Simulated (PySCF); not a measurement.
A structure optimised at PBE-D3(BJ)/def2-TZVP, used in a PySCF frequency run:

```
C
H 1 1.0998
H 1 1.0998 2 107.44
H 1 1.0998 2 107.44 3 115.34
C 1 1.5276 2 111.43 4 122.33
H 5 1.0998 1 111.43 2 -60.00
H 5 1.0998 6 107.44 1 122.33
H 5 1.0998 6 107.44 7 115.34
```
Charge 0, spin multiplicity 1.

Task: Write its SMILES, formula and point group.

Result: CC, C2H6, D3d

Task: What are its rotational constants (standard atomic weights)?

Result: 79.725, 19.895, 19.895 GHz
